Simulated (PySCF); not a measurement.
Fill in the blanks.

Species: 2-cyanoacetamide, C₃H₄N₂O.
SMILES: `N#CCC(N)=O`

Conformer (atom-mapped SMILES and torsion angles): `[N:1]#[C:2][CH2:3][C:4]([NH2:5])=[O:6]`: C2–C3–C4–N5 -31°, H–N5–C4–C3 8°, H–N5–C4–C3 179°.

```csv
property,level,value
point group of the GFN2-xTB geometry,GFN2-xTB,C1
"rotational constants A, B, C of the GFN2-xTB geometry",GFN2-xTB,"8.937, 2.444, 2.008 GHz"
dipole moment,B3LYP/def2-SVPD,?
HOMO energy,B3LYP/def2-SVPD,-7.92 eV
LUMO energy,B3LYP/def2-SVPD,?
lowest singlet excitation,TDDFT B3LYP/def2-SVPD,"5.71 eV (217 nm, f = 0.001)"
strongest line among the 8 lowest singlet transitions,TDDFT B3LYP/def2-SVPD,"S5 at 7.26 eV (171 nm, f = 0.053)"
lowest triplet excitation (Tamm–Dancoff),TDA B3LYP/def2-SVPD,5.25 eV
static isotropic polarisability,B3LYP/def2-SVPD,?
electronic spatial extent ⟨r²⟩ about the centre of nuclear charge,B3LYP/def2-SVPD,573 bohr²
13C chemical shifts (computed TMS as zero) by class,GIAO PBE0/pcSseg-1,"163.0 (1 C), 121.7 (1 C), 24.9 (1 C) ppm"
1H chemical shifts (computed TMS as zero) by class,GIAO PBE0/pcSseg-1,?
"isotropic shieldings of nuclei other than C and H, by class",GIAO PBE0/pcSseg-1,"-41 (1 N), 150 (1 N), -94 (1 O) ppm"
largest of the computed one-bond spin–spin couplings (means over like bonds),"B3LYP/pcJ-1, spin–dipole term left out for some pairs",?
core binding energies,"ΔSCF SCAN, pcX-2 on the ionised atom, pcseg-1 elsewhere, spin-free X2C","C1s 292.7, C1s 292.8, C1s 294.7, N1s 405.5, N1s 406.7, O1s 537.7 eV"
```

Gas-phase values; electronic properties from PySCF, density fitting. Isolated species at its GFN2-xTB geometry (one conformer only). NMR classes are plain means over equivalent atoms (diastereotopic ones count apart unless rotation or inversion swaps them), as if these changed places fast; in this geometry the members of some classes differ.

(1) The dipole moment?

(2) What is the LUMO energy?

(3) What is the static isotropic polarisability?

(4) Give the largest of the computed one-bond spin–spin couplings (means over like bonds).

(5) The 1H chemical shifts (computed TMS as zero) by class?

## Answers

(1) 1.78 D.

(2) -0.52 eV.

(3) 51.0 au.

(4) 13C–1H +144.2 (×2), 15N–1H -96.7 (×2), 13C–13C +67.0, 13C–13C +49.7, 17O–13C +27.5, 15N–13C -21.5, 15N–13C -21.1 Hz.

(5) 5.39 (2 H), 3.07 (2 H) ppm.

The principal polarisabilities are 37.5, 49.8 and 65.7 au; their mean is the isotropic value. The 8 singlets span 5.71 to 7.81 eV, and their oscillator strengths add up to 0.22. No computed singlet falls in the visible range (750 to 380 nm, 1.65 to 3.26 eV); S1 lies 2.45 eV above its blue end.

For the NMR shielding job (PBE0/pcSseg-1), time: 8.9 s wall. Hardware: Arm Neoverse V2, one thread, no GPU, on a shared host.
